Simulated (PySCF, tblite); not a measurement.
Species: C7H8O.
Numbering: `[CH3:1][O:2][c:3]1[cH:4][cH:5][cH:6][cH:7][cH:8]1` (hydrogens: H9, H10, H11 on C1; H12 on C4; H13 on C5; H14 on C6; H15 on C7; H16 on C8)

Structure optimised with GFN2-xTB, isolated species.

Task: Give the optimised bond lengths and angles.

Result: 
```json
{"bond": "C1–O2", "length (Å)": "1.406"}
{"bond": "O2–C3", "length (Å)": "1.364"}
{"bond": "C3–C4, C3–C8", "length (Å)": "1.393"}
{"bond": "C4–C5, C7–C8", "length (Å)": "1.382"}
{"bond": "C5–C6, C6–C7", "length (Å)": "1.384"}
{"bond": "C1–H9, C1–H10, C1–H11", "length (Å)": "1.093"}
{"bond": "C4–H12, C8–H16", "length (Å)": "1.079"}
{"bond": "C5–H13, C7–H15", "length (Å)": "1.080"}
{"bond": "C6–H14", "length (Å)": "1.079"}
```

Bonds in one row agree within 0.01 Å and their mean is given. A selection of angles:
```json
{"angle": "C1–O2–C3", "degrees": "118.5"}
{"angle": "O2–C3–C4", "degrees": "115.7"}
{"angle": "O2–C3–C8", "degrees": "124.9"}
{"angle": "C4–C3–C8", "degrees": "119.3"}
{"angle": "C3–C4–C5", "degrees": "120.4"}
{"angle": "C4–C5–C6", "degrees": "120.3"}
{"angle": "C5–C6–C7", "degrees": "119.4"}
{"angle": "C6–C7–C8", "degrees": "120.9"}
```

Torsions: C1–O2–C3–C4 180° (antiperiplanar).

The 2 C–O bonds span 1.364 Å (O2–C3, drawn single) to 1.406 Å (C1–O2, drawn single), a spread of 0.042 Å. Of the pairs four or more bonds apart, C1···H16 is among the closest relative to their van der Waals radii: 2.55 Å, 88 % of the sum of Bondi's values. The 6-membered ring C3–C4–C5–C6–C7–C8 has internal angles of 119.3° to 120.9° (sum 720°, against 720° for a flat polygon); it is planar, 0.00 Å rms from its mean plane, widest ring torsion 0°. The 8 heavy atoms lie in one plane (0.001 Å rms).

Point group: Cs (tolerance 0.08 Å). Its GFN2-xTB frequencies are all real (lowest 95 cm⁻¹). One conformer, not necessarily the lowest.

These are computed values.
